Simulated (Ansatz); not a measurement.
**Worked example: C2H2F2 → C2HF2 + H**

Species: C2H2F2 (1,2-difluoroethene) `F/C=C/F`, singlet; C2HF2 `F/[C]=C\F`, doublet; H atom, doublet. 

Shapes, held fixed at every level: PBE0-D4/def2-TZVP. Programs: Ansatz 0.2.0. The zero-point and thermal change to 298 K, harmonic and unscaled (PBE0-D4/def2-TZVP), is -26.3 kJ/mol.

At B2PLYP/def2-TZVPP; 1 Eh = 2625.50 kJ/mol:

| species | energy (Eh) |
| --- | --- |
| C2H2F2 | -276.997696 |
| C2HF2 | -276.308404 |
| H | -0.498613 |

Work out ΔH(298 K) of the reaction at this level.


1. Products less reactants: (-276.308404) + (-0.498613) − [(-276.997696)] = 0.190679 Eh = +500.6 kJ/mol.
2. With the thermal change: +500.6 + (-26.3) = +474.3 kJ/mol.

Other levels give +456.1 (r2SCAN-D4/def2-TZVPP) to +507.1 kJ/mol (SPW92/def2-TZVPP). No measured value is set beside it here. Spin contamination: C2HF2 (⟨S²⟩ up to 0.94). Open shells run unrestricted unless RO is named.
